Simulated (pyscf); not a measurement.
Four-centre exchange: H₂N–SiH₂–Cl + SiH₄ -> H₂N–SiH₃ + H₃Si–Cl

Gas phase, singlet surface, charge 0. Bonds broken: Si2–Cl3, Si8–H9. Bonds formed: Si2–H9, Cl3–Si8. Optimised with ωB97X-D3(BJ)/def2-SVP in PySCF.

Transition state (Å):

```xyz
12

N     -1.8044    -1.3588    -0.4049
Si    -0.2218    -0.9316     0.0902
Cl     0.7962     1.1009    -0.4974
H     -1.9599    -1.9726    -1.1965
H     -2.6561    -1.0502     0.0482
H      0.4418    -1.3874     1.3461
H      0.5682    -1.5804    -1.0067
Si    -0.7302     1.9265     1.0289
H     -0.9543     0.2588     1.0315
H     -2.1629     2.0253     0.6192
H     -0.1791     3.2844     0.7009
H     -0.4591     1.7842     2.4900
```

One imaginary mode, 336i cm⁻¹; descent along it reached the two sides named.

```
bond     change  reactant side (Å)  saddle  product side
-------  ------  -----------------  ------  ------------
Si2–Cl3  breaks              2.091   2.348           3.5
Si8–H9   breaks              1.492   1.683           3.0
Si2–H9    forms                3.2   1.685         1.493
Cl3–Si8   forms                3.5   2.311         2.071
```

Electronic energies relative to the separated reactants (kJ/mol):

```csv
level,barrier,reaction energy,reverse barrier
ωB97X-D3(BJ)/def2-TZVP,166.4,+24.0,142.3
PBE/def2-TZVP,157.2,+25.5,131.8
r²SCAN/def2-TZVP,164.3,+25.6,138.7
B3LYP-D3(BJ)/def2-TZVP,174.1,+24.8,149.3
PBE0-D3(BJ)/def2-TZVP,159.5,+25.2,134.4
M06-2X/def2-TZVP,177.9,+23.5,154.4
ωB97M-D3(BJ)/def2-TZVP,176.5,+24.6,151.9
HF/def2-TZVP,259.0,+20.3,238.7
```

With ωB97M-D3(BJ)/def2-TZVP energies and thermal terms (ideal gas, 1 atm, RRHO with modes under 100 cm⁻¹ raised to 100, one conformer, R ln 2 for rigid chiral ones), in kJ/mol:

```tsv
T (K)	ΔH‡	ΔG‡	ΔH	ΔG
298	180.7	224.1	+25.0	+20.2
600	181.3	268.0	+24.6	+15.5
900	183.2	311.0	+24.5	+11.0
1200	185.7	353.2	+24.5	+6.5
```

This is the saddle that the search found; another between the same sides may lie lower.
